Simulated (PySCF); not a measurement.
Molecule: `InChI=1S/CH2ClF/c2-1-3/h1H2`.

Cartesian coordinates in Å; atom numbers follow the order of the lines, from 1:
```xyz
5

F     0.9723   -0.9463    0.0796
C     0.1061    0.0791   -0.0105
Cl   -1.5702   -0.4918    0.0854
H     0.2654    0.7753    0.8257
H     0.2268    0.5839   -0.9801
```

Geometry PBE0-D3(BJ)/def2-SVP throughout; GIAO in PySCF 2.14.0 with density-fitted response routines, gas phase, one conformer, non-relativistic; equivalent atoms averaged; functional PBE0.

(1) How do the absolute shieldings σ depend on the basis set? (ppm; last column core-seconds on shared hosts with different chips, so compare them loosely)

(2) Which nucleus moves most, in ppm?

(3) Taking the largest basis, pcSseg-3 (286 functions), as the yardstick, rank the others by their worst heavy-atom deviation.

## Answers

(1) 
| basis set | functions | F1 | C2 | Cl3 | H4/H5 | core-s |
| --- | --- | --- | --- | --- | --- | --- |
| STO-3G | 21 | 416.5 | 159.1 | 989.0 | 28.86 | 1 |
| 6-31G | 35 | 360.6 | 109.1 | 782.3 | 26.79 | 2 |
| pcSseg-0 | 35 | 379.3 | 91.7 | 813.2 | 26.79 | 2 |
| 6-31G* | 50 | 370.5 | 105.1 | 783.7 | 26.26 | 2.3 |
| def2-SVP | 56 | 379.9 | 103.5 | 814.8 | 25.78 | 2.2 |
| cc-pVDZ | 56 | 370.2 | 105.5 | 799.9 | 25.61 | 2.9 |
| pcSseg-1 | 68 | 359.9 | 89.5 | 759.6 | 25.40 | 2.7 |
| aug-cc-pVDZ | 91 | 368.2 | 104.4 | 775.8 | 25.37 | 4.1 |
| 6-311+G(2d,p) | 101 | 361.6 | 93.1 | 754.2 | 25.61 | 3.9 |
| def2-TZVP | 111 | 363.0 | 92.0 | 741.1 | 25.62 | 4.4 |
| cc-pVTZ | 122 | 363.9 | 92.8 | 774.4 | 25.44 | 5.6 |
| IGLO-III | 134 | 361.4 | 88.0 | 744.4 | 25.40 | 5.5 |
| pcSseg-2 | 143 | 361.1 | 87.1 | 748.0 | 25.35 | 3.6 |
| pcSseg-3 | 286 | 361.1 | 86.7 | 743.8 | 25.23 | 21 |

(2) Cl3 (chlorine bonded to C): from 741.1 ppm with def2-TZVP to 989.0 ppm with STO-3G. The smallest spread is 3.63 ppm, at H4/H5. Proton shifts span only some 12 ppm, so a few tenths of a ppm matter as much there as several ppm in carbon.

(3) IGLO-III 1.3 ppm (134 functions), pcSseg-2 4.2 ppm (143 functions), def2-TZVP 5.3 ppm (111 functions), 6-311+G(2d,p) 10.5 ppm (101 functions), pcSseg-1 15.8 ppm (68 functions), cc-pVTZ 30.6 ppm (122 functions), aug-cc-pVDZ 32.1 ppm (91 functions), 6-31G 38.6 ppm (35 functions), 6-31G* 39.9 ppm (50 functions), cc-pVDZ 56.1 ppm (56 functions), pcSseg-0 69.5 ppm (35 functions), def2-SVP 71.1 ppm (56 functions), STO-3G 245.2 ppm (21 functions).

A small basis that lands close on one nucleus may do so by chance; judge by the trend and by all nuclei.
